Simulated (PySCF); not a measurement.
## Simulated absorption spectrum

Species: nitryl fluoride, FNO2.
InChI=1S/FNO2/c1-2(3)4

Theory: PySCF, TDDFT PBE0/def2-SVPD, vertical, gas phase, core orbitals frozen in the response. Geometry: PBE0-D3(BJ)/def2-SVP; no solvent, vibrations or thermal averaging.

Broadening: Gaussians 0.4 eV wide at half height, area fixed by f = 4.319×10⁻⁹ ∫ε dν̃. The width is an assumption, not a result. The curve ends short of the highest state used, and states not computed would add to its high-energy end.

(E (eV), ε (L mol⁻¹ cm⁻¹)): (4.56, 0), (4.62, 0), (4.68, 0), (4.75, 0), (4.81, 0), (4.87, 0), (4.93, 0), (4.99, 0), (5.06, 0), (5.12, 0), (5.18, 0), (5.24, 0), (5.31, 0), (5.37, 0), (5.43, 0), (5.49, 0), (5.56, 0), (5.62, 0), (5.68, 0), (5.74, 0), (5.80, 0), (5.87, 0), (5.93, 0), (5.99, 0), (6.05, 0), (6.12, 1), (6.18, 2), (6.24, 5), (6.30, 9), (6.37, 14), (6.43, 19), (6.49, 23), (6.55, 25), (6.62, 25), (6.68, 29), (6.74, 44), (6.80, 85), (6.86, 175), (6.93, 366), (6.99, 610), (7.05, 901), (7.11, 1176), (7.18, 1370), (7.24, 1364), (7.30, 1199), (7.36, 931), (7.43, 591), (7.49, 350), (7.55, 183), (7.61, 84), (7.67, 34), (7.74, 10), (7.80, 3), (7.86, 1), (7.92, 1), (7.99, 2)

(1) Locate the maxima and give the states behind the curve.

(2) On this curve, what absorbance would a 10⁻⁴ mol/L sample give at 193 nm over a 1 cm path?

(3) Coming from long wavelengths, where does ε first pass 100 L mol⁻¹ cm⁻¹?

Results:

(1) 172 nm (7.21 eV), ε about 1400, made up of S3 (100%) (ε in L mol⁻¹ cm⁻¹; maxima over ε = 5, shares over 10%). At its high-energy end, 7.99 eV, the curve is still rising (ε about 2.5, from S5). The states used: S1 5.16 eV (f 0.0000); S2 6.54 eV (f 0.0004); S3 7.21 eV (f 0.021); S4 8.26 eV (f 0.0000); S5 8.32 eV (f 0.0003); S6 8.59 eV (f 0.0000).

(2) 193 nm is 6.424 eV, where ε is about 19 L mol⁻¹ cm⁻¹, so A = ε c l ≈ 0.0019 (Beer–Lambert, with the gas-phase spectrum and the assumed width).

(3) At about 182 nm (6.81 eV), 1.65 eV above S1.

The run took 2.6 s wall on one thread of an Arm Neoverse V2, shared host, and the process peaked at 0.38 GiB of memory.
